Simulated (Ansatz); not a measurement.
```yaml
crystal:
  periodic: [false, false, false]
  atoms:
    - {symbol: C, position_ang: [0.203481, 0.490855, 1.313837]}
    - {symbol: C, position_ang: [-0.484782, -0.025217, 0.309168]}
    - {symbol: C, position_ang: [0.129959, -0.455284, -0.972897]}
    - {symbol: F, position_ang: [1.471554, -0.261972, -0.983433]}
    - {symbol: Cl, position_ang: [-0.593005, 0.460345, -2.332146]}
    - {symbol: H, position_ang: [1.274817, 0.635975, 1.248861]}
    - {symbol: H, position_ang: [-0.290237, 0.785109, 2.231497]}
    - {symbol: H, position_ang: [-1.558504, -0.169995, 0.367110]}
    - {symbol: H, position_ang: [-0.064783, -1.505915, -1.199198]}
basis:
  gaussian: {orbitals: cc-pVDZ, point_charges: [{charge: -1.00, position_ang: [6.363, -0.227, -0.628]}]}
magnetization: {spin_polarized: true, initial_magnetization: 0}
hamiltonian: {xc: {name: wPBEh}}
accuracy: high
outputs: {forces: true}
output: {forces: true}
```

```sh
$ ansatz run in.yaml --threads 2 --pin off --events-out ev --progress --plain --max-ram 4352MiB
```

Shortened log:

```
Error: YAML parse error: error: line 18 column 1: unknown field `outputs`, expected one of crystal, accuracy, basis, kpoints, hamiltonian, magnetization, projection, total_charge, correlation, batch, efield, external_charges, scf, relax, neb, saddle, md, ramp, phonons, dielectric, real_time, elastic, magnetic_configurations, gw, evaluate, workflow, output, checkpoint, execution
16 | hamiltonian: {xc: {name: wPBEh}}
17 | accuracy: high
18 | outputs: {forces: true}
19 | output: {forces: true}
```

What is wrong with this run?

The input holds a key that doesn't belong there. The program refused the input.
